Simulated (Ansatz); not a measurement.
Born–Oppenheimer molecular dynamics of C$_{3}$H$_{4}$OS (9 atoms, charge 0, multiplicity 1). It starts from a relaxed structure.

Level of theory: UKS revPBE-D4/6-31G (Ansatz).

| Quantity | Value |
| --- | --- |
| ensemble | NVT, Langevin thermostat |
| time step | 0.5 fs |
| steps asked | 100 |
| set temperature | 500 K |
| friction | 0.005 /fs |
| seed | 939063 |

First frame:

```xyz
9
Properties=species:S:1:pos:R:3
C 1.319 -0.149 -0.965
C 0.377 -0.545 -0.075
C -0.695 0.322 0.417
O -1.497 -0.358 1.316
S -0.995 1.951 0.001
H 1.317 0.868 -1.367
H 2.101 -0.832 -1.304
H 0.374 -1.562 0.331
H -2.212 0.258 1.629
```

Question: How far do the bonds stretch over the last three quarters of this one trajectory? (Pairs bonded in most of those frames.)

Answer: 
| bond | mean (Å) | spread (Å) | shortest | longest |
| --- | --- | --- | --- | --- |
| C1–C2 | 1.360 | 0.020 | 1.33 | 1.40 |
| C1–H6 | 1.099 | 0.031 | 1.05 | 1.15 |
| C1–H7 | 1.097 | 0.007 | 1.08 | 1.11 |
| C2–C3 | 1.460 | 0.030 | 1.42 | 1.50 |
| C2–H8 | 1.096 | 0.014 | 1.07 | 1.12 |
| C3–O4 | 1.378 | 0.017 | 1.35 | 1.41 |
| C3–S5 | 1.694 | 0.033 | 1.64 | 1.76 |
| O4–H9 | 1.006 | 0.052 | 0.92 | 1.10 |

Mean temperature of the second half: 275 K. The mean temperature of the second half is 45 % below the set value. A run of 0.05 ps of so small a system gives no equilibrium averages. Limits of this set-up: no polarisation functions.

The run took 4.7 min on 1 CPU thread of a shared host.
